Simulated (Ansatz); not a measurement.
Geometry optimisation, RKS B3LYP/def2-TZVP in Ansatz 0.2.0.

Input:

```yaml
crystal:
  periodic: [false, false, false]
  atoms:
    - { symbol: B, position_ang: [0.064, -0.4655, 0.0559] }
    - { symbol: Cl, position_ang: [0.8193, 1.1915, -1.1233] }
    - { symbol: H, position_ang: [-0.5185, -1.1701, -0.66] }
    - { symbol: H, position_ang: [0.9098, -0.804, 0.776] }
    - { symbol: H, position_ang: [-0.3545, 0.8465, 0.1419] }
    - { symbol: H, position_ang: [-0.9202, 0.4017, 0.8095] }
basis:
  gaussian: { orbitals: def2-TZVP }
hamiltonian:
  xc: b3lyp
relax:
  f_tol: 0.15
  max_steps: 25
  restrain:
    - { distance: [0, 5], at: 1.15, k: 30.0 }
    - { distance: [4, 1], at: 1.33, k: 30.0 }
    - { distance: [0, 1], at: 3.16, k: 30.0 }
    - { distance: [4, 5], at: 1.92, k: 30.0 }
output:
  orbitals: {}
```

Launched with:

```bash
$ ansatz run input.yaml --threads 2 --pin off --max-ram 3072MiB --backend cpu --events-out ev --progress --plain --runs-dir out
```

Question: Where does it end, and by what steps?

Answer: The forces met the threshold. The restraints hold the end off the free minimum. After 8 steps the energy has fallen by 0.440 eV (the restraints' own energy left out); H5 moved furthest, 0.89 Å. Parted: B1–Cl2, B1–H5. Joined: B1–H6, Cl2–H5.

```
step  energy less start (eV)  largest force component (eV/Å)  accepted
   0                  0.0000                           1.414       yes
   1                  0.3324                           1.643       yes
   2                  0.0872                           1.845       yes
   3                 -0.1893                           1.148       yes
   4                 -0.3665                           0.637       yes
   5                 -0.4181                           0.749       yes
   6                 -0.3995                           1.059        no
   7                 -0.4388                           0.452       yes
   8                 -0.4405                           0.497       yes
```

```xyz
6
Properties=species:S:1:pos:R:3
B -0.183 -0.804 0.388
Cl 0.830 1.694 -1.257
H -0.606 -1.465 -0.503
H 0.826 -1.099 0.939
H -0.076 1.548 -0.323
H -0.792 0.126 0.756
```

Whether the end is a true minimum wasn't checked by a vibrational analysis.

Run time: 7.8 s on 2 threads of Intel(R) Xeon(R) Platinum 8375C CPU @ 2.90GHz (Ice Lake), on a shared host, peak memory 0.16 GiB.
